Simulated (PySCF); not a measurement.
# Phosphorus: a sound run and one with changed settings

Sound run: P [Ne] 3s2 3p3, P⁺ [Ne] 3s2 3p2. Calculation: PySCF 2.14, in cc-pV(T+d)Z; no relativity, point nucleus. The sound run starts from symmetry-adapted Hartree-Fock orbitals and uses a fine grid where one is needed.

A second run was set up differently.

```csv
species,method,sound run (hartree),changed run (hartree),converged
P,UHF,-340.71631,-340.71631,yes
P,M06-2X,-341.24670,-341.24670,yes
P,BP86,-341.29771,-341.29771,yes
P⁺,UHF,-340.35204,-340.35204,yes
P⁺,M06-2X,-340.86786,-340.86949,yes
P⁺,BP86,-340.91066,-340.91062,yes
```

Ionisation energy of P:

| method | sound run (eV) | changed run (eV) |
| --- | --- | --- |
| UHF | 9.912 | 9.912 |
| M06-2X | 10.309 | 10.264 |
| BP86 | 10.532 | 10.533 |

Q: What was changed?
A. too few SCF iterations
B. angular grid far too coarse
C. minimal basis
D. level shift left on

A: B. It used 26 angular points. A coarse angular grid integrates products of high-l functions wrongly, so density functionals can shift, and the SCF can exploit the error; Hartree-Fock and MP2 need no grid.
